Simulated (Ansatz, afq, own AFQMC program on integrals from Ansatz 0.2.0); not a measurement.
Integrals from Ansatz 0.2.0, then the random walk in our own AFQMC program (afq).

```yaml
crystal:
  periodic: [false, false, false]
  atoms:
    - {symbol: F, position_ang: [-1.913410, -0.849027, -2.229340]}
    - {symbol: Ti, position_ang: [-1.668733, -0.162367, -0.626705]}
    - {symbol: F, position_ang: [-3.029931, 0.056830, 0.468475]}
    - {symbol: O, position_ang: [-0.024447, 0.307438, -0.103844]}
    - {symbol: Si, position_ang: [1.510277, 0.745180, 0.380188]}
    - {symbol: H, position_ang: [2.060982, -0.306534, 1.284758]}
    - {symbol: H, position_ang: [1.453310, 2.046578, 1.108645]}
    - {symbol: H, position_ang: [2.395452, 0.885702, -0.813278]}
basis:
  gaussian: {orbitals: def2-SVP}
magnetization: {spin_polarized: true, initial_magnetization: 1}
correlation: {method: ccsd_t, electrons: outside_noble_gas, hamiltonian_folder: ham}
```

```sh
$ ansatz run in.yaml --threads 1 --pin off --events-out ev --progress --plain --max-ram 24576MiB --backend cuda --devices 0, --max-vram 18GiB
```

afq runs on the folder ham with

```
--method phaseless --trial cisd --walkers 1400 --populations 20 --least-time 60 --time-step 0.005 --steps-per-block 50 --equilibration-blocks 40 --max-blocks 4000 --target-error 0.00034 --factor-cut 1e-05 --start spin_pure --seed 4701 --release-times 0.24,0.48,0.8,1.2 --release-step 0.04 --release-every 5 --taylor-order 6
```

Times are imaginary, in 1/Eh. The walk had a cap of 508 s. With eight or more populations the least sampling time is a fifth of least-time, and the error comes from their spread.

Log:

```
orbitals 89  electrons 16 15  factors 753 of 1047
reference energy -1412.66517207 Eh
CCSD correlation -0.76759483 Eh in 16 cycles, weight of the determinant in the CISD state 0.7889
energy of the start -1413.432769 Eh
 block  time / (1/Eh)  mean weight  energy / Eh
     1     0.250  0.9997  -1413.409170
     2     0.500  1.0011  -1413.426682
     3     0.750  0.9995  -1413.433670
     4     1.000  0.9996  -1413.440389
     5     1.250  1.0002  -1413.445848
     8     2.000  0.9999  -1413.453629
    19     4.750  0.9995  -1413.455006
    46    11.500  0.9997  -1413.464587
    73    18.250  0.9988  -1413.454280
   100    25.000  0.9996  -1413.461508
   127    31.750  0.9993  -1413.452166
   154    38.500  0.9986  -1413.463096
   181    45.250  1.0003  -1413.456899
   208    52.000  1.0005  -1413.455249
   235    58.750  0.9994  -1413.449724
   262    65.500  1.0011  -1413.458312
   289    72.250  1.0007  -1413.454785
   316    79.000  1.0012  -1413.455596
   343    85.750  0.9995  -1413.453766
   370    92.500  1.0000  -1413.459675
   388    97.000  1.0002  -1413.453795
error from the spread of 20 populations
released: time / (1/Eh)  energy / Eh  error  mean overlap
  0.24  -1413.457215  0.000370  0.9927
  0.48  -1413.456781  0.000328  0.9892
  0.80  -1413.456964  0.000642  0.9854
  1.20  -1413.457068  0.000725  0.9739
energy -1413.456383 +/- 0.000328 Eh
(rows thinned)
```

The run passed its tests (sampling time, drift between the halves within three errors, error under three times the target), which doesn't prove that it has relaxed, ending at its cap on processor time.

Against this walk (error 8.9 meV) on the same determinant: CCSD(T) 99.5 meV higher. The error is statistical and leaves out the bias of the constraint. Released to 0.80 1/Eh the energy moves by -16 ± 20 meV (both errors), within twice the noise.

Cautions: constraint bias not in the error; no relativity below Rb; outer-core shells of the metal frozen.

The walk took 8.5 min on 1 × NVIDIA H100 80GB HBM3 with 2 threads of AMD EPYC 7R13 Processor (Zen 3), on a shared host (the card was shared). The log's last line is the phaseless energy.
